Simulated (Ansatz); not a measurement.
# NH2 (SMILES [NH2]) at UCCSD/6-31G(d) (spherical functions)

Aim: the energy change on altering one bond length of NH2 at UCCSD/6-31G* (spherical functions), from 2 runs. 

The calculation is run with Ansatz 0.2.0.

48 further runs of the same task are left out: 48 set aside as unsound or not needed.

### 1 Starting point

The species is NH2 (3 atoms), meant as a doublet with charge 0. As SMILES, `[NH2]`. Geometry: relaxed at GFN2-xTB.

Bond lengths: N1–H2 1.014 Å, N1–H3 1.014 Å. Angles: H2–N1–H3 110.0°.

### 2 The energy at UCCSD/6-31G(d) (spherical functions)

The input, input.yaml:

```yaml
crystal:
  periodic: [false, false, false]
  atoms:
    - {symbol: N, position_ang: [0.307180, -0.182210, 0.151440]}
    - {symbol: H, position_ang: [0.155580, 0.820260, 0.174790]}
    - {symbol: H, position_ang: [-0.462760, -0.638040, -0.326220]}
basis:
  gaussian:
    orbitals: 6-31G_st_-spherical.json
correlation:
  method: ccsd
  frozen_orbitals: {H: 0, "N": 1}
scf:
  omitted_lower_state_checks: [cluster_reference, increment]
magnetization:
  spin_polarized: true
  initial_magnetization: 1
accuracy: high
```

The basis set 6-31G* is read from a file made from the Basis Set Exchange's data (not shown).

Run with:

```sh
ansatz run input.yaml --threads 1 --pin off --max-ram 2610MiB --events-out events.jsonl --progress --plain --runs-dir runs
```

Standard output, shortened:

```text
Warning: RAYON_NUM_THREADS=1 ignored (pool sized by the plan → 1); use --threads N
Functional definition: HF
  name "HF"
[...]
330 factors; integrals over basis functions are off by at most 4.2e-9 eV
[...]
mean field -1511.75800501 eV, -55.5560819777 hartree, gradient 8.5e-8 eV, S^2 0.757775; 0 other end points of the search recorded, 0 dependent functions left out
1 core orbitals not correlated: weight in the atoms' cores, before any rotation towards them, 1.000 or more for the frozen orbitals, at most 0.000 for the correlated occupied ones
reference -1511.75800501 eV, -55.5560819777 hartree; 4, 3 occupied and 13, 14 virtual orbitals, 330 factors
second order -3.56886946 eV of doubles, -0.00000000 eV of singles
cycle   1  -3.94095195 eV  change   -3.7e-1 eV  update   3.5e-2
[...]
cycle  20  -4.07747714 eV  change   2.4e-10 eV  update  5.1e-10
Total energy: -1515.83548215 eV, -55.7059264987 hartree
Checks for a lower state left out: cluster_reference, increment
```

It took 0.28 s on 1 thread of Arm Neoverse V1, shared host.

### 3 The distorted shape

The input, molecule.yaml:

```yaml
crystal:
  periodic: [false, false, false]
  atoms:
    - symbol: N
      position_ang: [0.345084, -0.432856, 0.145602]
    - symbol: H
      position_ang: [0.155580, 0.820260, 0.174790]
    - symbol: H
      position_ang: [-0.424856, -0.888686, -0.332058]
basis:
  gaussian:
    orbitals: 6-31G_st_-spherical.json
magnetization:
  spin_polarized: true
  initial_magnetization: 1
correlation:
  method: ccsd
  frozen_orbitals: {H: 0, "N": 1}
accuracy: high
scf:
  omitted_lower_state_checks: [cluster_reference, increment]
```

The basis set 6-31G* is read from a file made from the Basis Set Exchange's data (not shown).

Run with:

```sh
ansatz run molecule.yaml --threads 1 --pin off --max-ram 2610MiB --events-out events.jsonl --progress --plain --runs-dir runs
```

Standard output, shortened:

```text
Warning: RAYON_NUM_THREADS=1 ignored (pool sized by the plan → 1); use --threads N
[... 2 set-up lines as earlier in the session ...]
[...]
333 factors; integrals over basis functions are off by at most 4.4e-9 eV
[...]
mean field -1510.81692295 eV, -55.5214978501 hartree, gradient 1.3e-8 eV, S^2 0.772648; 0 other end points of the search recorded, 0 dependent functions left out
1 core orbitals not correlated: weight in the atoms' cores, before any rotation towards them, 1.000 or more for the frozen orbitals, at most 0.000 for the correlated occupied ones
reference -1510.81692295 eV, -55.5214978501 hartree; 4, 3 occupied and 13, 14 virtual orbitals, 333 factors
second order -3.71352715 eV of doubles, -0.00000000 eV of singles
cycle   1  -4.10696621 eV  change   -3.9e-1 eV  update   4.5e-2
[...]
cycle  22  -4.31153993 eV  change   3.0e-10 eV  update  4.8e-10
Total energy: -1515.12846288 eV, -55.6799440199 hartree
Checks for a lower state left out: cluster_reference, increment
```

Run time: 0.28 s. Hardware: 1 thread of Arm Neoverse V1, shared host.

### 4 Outcome

At UCCSD/6-31G* (spherical functions), 1 core orbital frozen:

| quantity | value |
| --- | --- |
| first shape: total energy | -55.70593 Eh |
| first shape: correlation energy (1 core orbital frozen) | -149.8 mEh |
| first shape: ⟨S²⟩ of the reference determinant | 0.758 |
| first shape: T1 diagnostic | 0.006 |
| distorted shape: total energy | -55.67994 Eh |
| distorted shape: correlation energy (1 core orbital frozen) | -158.4 mEh |
| distorted shape: ⟨S²⟩ of the reference determinant | 0.773 |
| distorted shape: T1 diagnostic | 0.014 |
| energy change with the N1–H2 bond stretched from 1.014 to 1.268 Å | 0.707 eV |

With the N1–H2 bond stretched from 1.014 to 1.268 Å the energy rises by 0.71 eV (16.3 kcal/mol). The first shape isn't relaxed at this level, so the change isn't measured from a minimum.
